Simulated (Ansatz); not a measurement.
**SiH2 (singlet): from Hartree-Fock to the top rungs at scale of all distances = 1.322, cc-pVDZ**

How much of the correlation energy of SiH2 (singlet) does each wave-function method recover here?

The runs use Ansatz 0.2.0, Gaussian basis; cc-pVDZ, core rule «outside noble gas», up to 5 orbitals frozen.

To be run: UHF; CCSD(T) on RHF; CCSD(T) on UHF; BCCD(T) on RHF; CISD; CCSDT(Q) on RHF; CCSDT(Q) on UHF; CISDTQ; CCSDTQ on RHF; CASSCF and MRCISD+Q, 2 electrons in 2 orbitals; CASSCF and NEVPT2, 2 electrons in 2 orbitals; CASSCF and MRCISD+Q, 6 electrons in 6 orbitals; CASSCF and NEVPT2, 6 electrons in 6 orbitals; Full CI.

16 further runs of the same task are left out: 2 for a mislabelled method, 10 that didn't finish, 4 set aside as unsound or not needed.

## (1) The system

The geometry derives from a PBE0/def2-TZVP stationary point (not a proven minimum). All distances are scaled together.

3 atoms, charge 0, spin multiplicity 1.

Atoms are counted from 1 here; the program's logs count them from 0.

No contacts short enough for the rule that draws bonds.

## (2) UHF

The input, in.yaml:

```yaml
crystal:
  periodic: [false, false, false]
  atoms:
    - {symbol: Si, position_ang: [0.000000, -0.094493, 0.000000]}
    - {symbol: H, position_ang: [0.000000, 1.316483, -1.440996]}
    - {symbol: H, position_ang: [0.000000, 1.316483, 1.440996]}
basis:
  gaussian: {orbitals: cc-pVDZ}
magnetization: {spin_polarized: true, initial_magnetization: 0}
hamiltonian: {xc: hf}
output: {orbitals: {seedname: orbitals}}
```

Command:

```
> ansatz run in.yaml --threads 1 --pin off --events-out ev --progress --plain --max-ram 2393MiB
```

The runs that follow: CCSD(T) on RHF; CCSD(T) on UHF; BCCD(T) on RHF; CISD; CCSDT(Q) on RHF; CCSDT(Q) on UHF; CISDTQ; CCSDTQ on RHF; CASSCF and MRCISD+Q, 2 electrons in 2 orbitals; CASSCF and NEVPT2, 2 electrons in 2 orbitals; CASSCF and MRCISD+Q, 6 electrons in 6 orbitals; CASSCF and NEVPT2, 6 electrons in 6 orbitals; Full CI.

Before running them: what should the planned runs give, taken together? Wanted: FCI below the RHF energy; RMP2 from FCI; RCCSD from FCI; RCCSD(T) from FCI; RCCSDT(Q) from FCI; NEVPT2 pair from FCI; MRCISD+Q pair from FCI; NEVPT2 valence from FCI; T1 diagnostic.

**Answer**, as computed:

| quantity | value |
| --- | --- |
| FCI below the RHF energy | -3.6077 eV |
| RMP2 from FCI | +1088.0 meV |
| RCCSD from FCI | +132.0 meV |
| RCCSD(T) from FCI | +31.8 meV |
| RCCSDT(Q) from FCI | +0.2 meV |
| NEVPT2 pair from FCI | +896.7 meV |
| MRCISD+Q pair from FCI | -59.0 meV |
| NEVPT2 valence from FCI | +506.5 meV |
| levels within 1 kcal/mol (43 meV) | RCCSD(T), BCCD(T), RCCSDT, CISDTQ, RCCSDT(Q), RCCSDTQ, MRCISD+Q valence |
| T1 diagnostic | 0.023 |
| effectively unpaired electrons | 0.17 |

**Reading.** RCCSD(T) lands +31.8 meV from the yardstick (0.9 % of the correlation energy). MRCISD+Q pair falls below full CI: the +Q correction isn't variational, and the cores differ from full CI's. One determinant dominates. Of the multireference levels listed MRCISD+Q valence comes nearest in total energy (+16.6 meV), which doesn't show that its space is the better one. These misses are within one basis, not against nature.
